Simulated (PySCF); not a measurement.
Computed with PBE0/[O def2-TZVP, Na def2-TZVP], no relativity, density fitting, PySCF.

```xyz
3
charge 0 multiplicity 1, angstrom
O     0.0000    0.0000    0.0000
Na    0.0000    0.0000    1.9724
Na    0.0000    0.0000   -1.9724
```

Na2O (singlet), along the line from O1 (at 0) through Na2 (at 1.972 Å).

Task: Tabulate the fields along this line at -0.59, -0.39, -0.20, 0.10, 0.30, 0.49, 0.69, 0.89, 1.08, 1.28, 1.48, 1.68, 1.87, 2.17, 2.37, 2.56, 2.76, 2.96, 3.16 Å.

Result: 
```tsv
distance (Å)	electron density (e/Å³)	electron localisation function	electrostatic potential (V)
-0.59	1.99	0.841	13.1
-0.39	4.6	0.734	57.8
-0.20	12.7	0.112	257
0.10	115	0.972	728
0.30	6.49	0.359	118
0.49	3.08	0.828	28.1
0.69	1.27	0.816	5.56
0.89	0.546	0.464	1.29
1.08	0.36	0.0506	3.81
1.28	0.811	0.272	11.8
1.48	3.69	0.818	34.7
1.68	16.4	0.828	134
1.87	124	0.47	963
2.17	28.9	0.43	317
2.37	8.15	0.863	67.2
2.56	1.76	0.779	23.3
2.76	0.393	0.524	11.9
2.96	0.0935	0.19	7.65
3.16	0.0271	0.0539	5.48
```

On a grid of 0.10 Å the density has a local minimum along the bond near 1.08 Å from O, at 0.36 e/Å³, where the ELF is 0.05.
